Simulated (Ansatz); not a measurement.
Energy needed to pull apart NH3 (SMILES N), singlet, into free ground-state atoms, from the structure below (displaced at random from a GFN2-xTB minimum); no zero-point or spin–orbit terms; open-shell atoms are treated unrestricted, in their ground-state multiplicity.

```
atom    x (Å)    y (Å)    z (Å)
  N1  -0.0580   0.2970   0.1078
  H2   0.5113  -0.2203   0.7115
  H3  -0.9968  -0.3075   0.0449
  H4   0.4476   0.3418  -0.7609
```

Program: Ansatz 0.2.0. Basis: def2-TZVPP. Cores are frozen in the correlated methods.

| method | atomization energy (eV) |
| --- | --- |
| PBE-D4 | 12.81 |
| BLYP-D4 | ? |
| r2SCAN-D4 | 12.46 |
| PBE0-D4 | 12.49 |
| CAM-B3LYP-D4 | 12.75 |
| wB97M-V | ? |
| HF | 8.36 |
| MP2 | 12.20 |
| CCSD | 12.11 |
| CCSD(T) | 12.26 |

What does wB97M-V give? (Judge from chemistry; the value comes from the calculation.)

The calculation gives: 12.69 eV, which is about 0.43 eV more than CCSD(T)/def2-TZVPP.

What does BLYP-D4 give? (Judge from chemistry; the value comes from the calculation.)

The calculation gives: 12.82 eV, which is about 0.56 eV more than CCSD(T)/def2-TZVPP.

In triple zeta the MP2 and coupled-cluster atomization energies are still short of their basis limit by a few kcal/mol a bond, whereas those of the functionals are nearly converged, so these differences are not deviations from converged CCSD(T).

The T1 diagnostic stays at or below 0.007.

For scale, one of the runs: CCSD(T)/def2-TZVPP forces, 73 basis functions (an equivalent command: `ansatz run in.yaml --threads 4`). Hardware: 4 CPU threads, shared host. Wall time about 1.4 s.
